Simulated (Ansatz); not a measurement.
`C[O][AlH2]`, charge 0, multiplicity 1.

Give a relaxed structure at PBE0-D4/def2-TZVP (Ansatz 0.2.0). (Estimate.)

Computed: 
Z-matrix (Å, degrees):
```
C
O 1 1.397
H 1 1.098 2 112.6
H 1 1.095 2 110.1 3 120.6
H 1 1.095 2 110.1 3 -120.6
Al 2 1.686 1 134.1 3 0.5
H 6 1.585 2 118.7 1 0.0
H 6 1.577 2 116.3 1 -180.0
```
Point group Cs.
